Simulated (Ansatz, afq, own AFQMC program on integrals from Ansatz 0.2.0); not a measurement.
PtCl⁺, triplet in def2-SVP, levels against CCSDT(Q)

```xyz
2

Pt    0.0000    0.0000    0.0000
Cl    0.0000    0.0000    5.7240
```

Basis def2-SVP with its core potentials. Noble-gas cores (and the filled d shells of Ga–Kr and In–Xe) are frozen. Ansatz 0.2.0 and our own AFQMC program on the same integrals; the CISD trial comes from CCSD amplitudes, and released means the phaseless constraint is let go. ± is one standard error of the sampling. No spin–orbit coupling. The metal's outer-core s and p shells are frozen, which shifts wave-function levels against functionals.

Determinant: ROHF, the one that the program's search chose, which needn't be the lowest solution. The geometry is a point of a scan.

No full CI on the walks' own integrals is used here; CCSDT(Q) serves as the reference and is uncertain by about the last step of the cluster series.

Cautions: no spin-orbit coupling; outer-core shells of the metal frozen; lower spins were not checked; higher spins were not checked; a spin-contaminated unrestricted determinant lies lower (UHF 230 meV lower, ⟨S²⟩ 2.15); the released energies are still falling, so no released level is given (meV from the phaseless value at times in 1/Eh: -7 ± 5 at 0.24, -9 ± 4 at 0.60, -25 ± 6 at 1.20, -19 ± 5 at 1.80, -47 ± 11 at 2.60); CCSDT(Q) on the UHF determinant differs (42 meV lower), by its state or its frozen core.

```
T1 diagnostic                               : 0.0111
weight of the determinant in the CISD state : 0.891
size of the correlated space                : 16 electrons in 41 orbitals
```

```csv
level,correlation energy (eV)
MP2,-7.5166
CCSD,-8.0274
CCSD(T),-8.1652
```

**Question.** Estimate where phaseless AFQMC with the Hartree–Fock trial lies against CCSD(T) on the same integrals.

**Answer.** 34.9 ± 27.1 meV above CCSD(T). The gap is under twice the noise, so this walk alone can't tell the two apart.

Reference: CCSDT(Q), correlation energy -8.215 eV.

| level | E − E(reference) (meV) | share of correlation (%) |
| --- | --- | --- |
| CCSD(T) | 49.9 | 99.39 |
| CCSDT | 6.3 | 99.92 |
| ph-AFQMC/HF | 84.8 ± 27.1 | 98.97 |
| ph-AFQMC/CISD | 32.8 ± 4.1 | 99.60 |

A walk keeps the symmetry of its determinant, which the program's search chose and which needn't be the lowest solution, so a lower state of the same spin and another symmetry isn't excluded.
